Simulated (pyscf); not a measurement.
Structures and frequencies: ωB97X-D3(BJ)/def2-SVP in PySCF.

### Question
For the elementary gas-phase step H₃Si–I + H₂O → HI + HO–SiH₃ (singlet surface; I–Si, H–O broken, H–I, O–Si formed), what barrier and reaction energy does HF/def2-TZVP give, measured from the separated reactants?

### Answer
ΔE‡ = 104.2 kJ/mol, ΔE = -15.2 kJ/mol. CCSD(T)/def2-TZVPP + ΔMP2(QZVPP) gives 74.7 kJ/mol and +0.2 kJ/mol. Zero-point energy shifts the barrier by +9.2 kJ/mol. It is a four-centre exchange, with an imaginary mode of 44i cm⁻¹. This is the saddle that the search found; another between the same sides may lie lower. The CCSD(T) − MP2 part came from Ansatz, without density fitting, on the same reference. The frozen core leaves the outer d or s,p core shells of the metals and heavy elements correlated in the MP2 and CC values, and def2-TZVPP describes them poorly, which can shift differences by a few kcal/mol. Elements past Kr carry the def2 core potentials, without spin-orbit coupling.
